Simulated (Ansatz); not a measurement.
# NH3O (singlet): from Hartree-Fock to the top rungs at a displaced geometry (v1), cc-pVDZ

The task here is to estimate one member of a computed series from the others.

The runs use Ansatz 0.2.0, Gaussian basis; cc-pVDZ, core rule «outside noble gas», up to 2 orbitals frozen.

The runs, in order: UHF; CCSD(T) on RHF; BCCD(T) on RHF; CISD; CCSDT(Q) on RHF.

11 further runs of the same task are left out: 2 for a mislabelled method, 4 that didn't finish, 5 set aside as unsound or not needed.

**What is computed**

The geometry is a PBE0/def2-TZVP stationary point (not a proven minimum) with its atoms shifted at random (size 0.040 Å).

5 atoms, charge 0, spin multiplicity 1.

Atoms are counted from 1 here; the program's logs count them from 0.

Bond lengths: N1–O2 1.433 Å, N1–H3 0.988 Å, N1–H4 0.966 Å, O2–H5 1.076 Å. Angles: O2–N1–H3 100.8°, O2–N1–H4 105.2°, H3–N1–H4 106.3°, N1–O2–H5 103.9°.

Set-up of the first run:

in.yaml

```yaml
crystal:
  periodic: [false, false, false]
  atoms:
    - {symbol: N, position_ang: [-0.150345, 0.007206, 0.716923]}
    - {symbol: O, position_ang: [0.141343, -0.008934, -0.686341]}
    - {symbol: H, position_ang: [0.388511, -0.761034, 1.026831]}
    - {symbol: H, position_ang: [0.285728, 0.798973, 1.056633]}
    - {symbol: H, position_ang: [-0.828583, 0.003737, -1.151540]}
basis:
  gaussian: {orbitals: cc-pVDZ}
magnetization: {spin_polarized: true, initial_magnetization: 0}
hamiltonian: {xc: hf}
output: {orbitals: {seedname: orbitals}}
```

Started as:

```
$ ansatz run in.yaml --threads 1 --pin off --events-out ev --progress --plain --max-ram 2176MiB
```

Steps of the session up to this table: UHF; CCSD(T) on RHF; BCCD(T) on RHF; CISD; CCSDT(Q) on RHF.

One of the session's tables, all rows but one given; the rest of the session is left out.

| method | from RCCSDT(Q) (kJ/mol) |
| --- | --- |
| RHF | +1046.1 |
| RMP2 | ? |
| CISD | +108.5 |
| RCCSD | +26.9 |
| RCCSD(T) | +3.8 |
| BCCD(T) | +3.8 |
| RCCSDT | +2.9 |
| RCCSDT(Q) | 0 |

**Question.** Estimate the row for RMP2.

As computed: from RCCSDT(Q) (kJ/mol): +78.0. In the column «from RCCSDT(Q) (kJ/mol)» it lies between RCCSD (+26.9) and CISD (+108.5).
